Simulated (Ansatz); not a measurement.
H2O, singlet: CASSCF and its corrections

Program: Ansatz, Gaussian basis, development build. Basis 6-31G, nonrelativistic, 1 orbital frozen in the corrections. State-specific CASSCF; RHF is the lowest restricted (open-shell) Hartree–Fock solution met. The basis is small, far from the limit. Solutions may break the symmetry of the shape. No proof that the lowest CASSCF solution was found.

Geometry. A bond is stretched, to 1.98 times the sum of the covalent radii.

```xyz
3

O     0.0000    0.0000   -0.2393
H     0.0000    1.5083    0.9573
H     0.0000   -1.5083    0.9573
```

(1) What do CASSCF and its corrections give against RHF in CAS(8,6), and what are the occupations?

Results:

(1) CASSCF -6.140 eV, SC-NEVPT2 -7.534 eV; occupations 2.00, 2.00, 1.60, 1.55, 0.45, 0.40.
